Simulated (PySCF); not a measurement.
**Orbital energies, ionisation energy and electron affinity**

Boranylsilane, BH5Si.
Numbering: `[BH2:1][SiH3:2]` (hydrogens: H3, H4 on B1; H5, H6, H7 on Si2)

Cartesian coordinates in Å at the PBE0-D3(BJ)/def2-SVP level; atoms count from 1:
```xyz
7
BH5Si angstrom
B      1.213   -0.107   -0.015
Si    -0.793    0.090   -0.045
H      1.971    0.833    0.007
H      1.696   -1.215    0.007
H     -1.311   -0.400    1.276
H     -1.286    1.488   -0.246
H     -1.391   -0.781   -1.107
```

Level: PBE0/def2-SVPD (PySCF). Frontier orbitals with their largest atomic shares (Löwdin; up to four atoms above 4 %):

| orbital | ε (eV) | main atoms |
| --- | --- | --- |
| HOMO−3 | -10.38 | B1 35 %, Si2 17 %, H3 16 %, H4 15 % |
| HOMO−2 | -9.76 | Si2 42 %, H5 28 %, H7 21 %, B1 6 % |
| HOMO−1 | -9.31 | Si2 30 %, H6 23 %, B1 18 %, H7 10 % |
| HOMO | -8.49 | ? |
| LUMO | -2.49 | B1 58 %, Si2 18 %, H3 9 %, H4 9 % |
| LUMO+1 | 0.57 | B1 42 %, Si2 31 %, H5 8 %, H7 7 % |
| LUMO+2 | 1.03 | Si2 42 %, H6 16 %, B1 14 %, H7 9 % |

Q: What vertical ionisation energy does ΔSCF give, and how far is −ε(HOMO) from it?

A: ΔSCF: 10.81 eV (1043 kJ/mol; threshold wavelength 115 nm); ⟨S²⟩ of the doublet left behind is 0.753, against 0.75 for a pure doublet. −ε(HOMO) is 8.49 eV, 2.32 eV below it. For the exact functional −ε(HOMO) would equal the first vertical ionisation energy; PBE0 (global hybrid, 25 % exact exchange) falls short of its own ΔSCF value by 21 %.

Q: On which atoms does the HOMO lie?

A: B1 (three-coordinate boron) 38 %, Si2 (SiH3 silicon) 33 %, H3 (B–H hydrogen) 7 %, H4 (B–H hydrogen) 7 %, so no atom holds as much as 40 %. The HOMO−1 lies 0.82 eV lower.

Q: And the vertical electron affinity, the fundamental gap, Mulliken's electronegativity and the hardness (with the factor ½)?

A: EA = 0.61 eV by ΔSCF (−ε(LUMO) = 2.49 eV). IE − EA = 10.20 eV against an orbital gap of 6.00 eV; (IE + EA)/2 = 5.71 eV; (IE − EA)/2 = 5.10 eV.

Q: How many of the 10 lowest singlet excitations (vertical TDDFT, same level) lie below the ionisation energy?

A: All 10; they run from 4.24 to 9.14 eV.

Q: With α = 46.8 au, estimate the like-pair dispersion coefficient by London's formula C6 = (3/4)α²I.

A: I = 0.3972 Eh, so C6 ≈ 652 au, a rough estimate.

Isolated species at its PBE0-D3(BJ)/def2-SVP geometry, gas phase.

These values come from a run that also computed excited states and ΔSCF ions. Time: 15 s of wall time (grids of density and orbitals included); peak memory 0.37 GiB. Hardware: one thread of an Intel Xeon Platinum 8259CL at 2.50 GHz, no GPU, shared host with 96 logical CPUs at a one-minute load of 21.
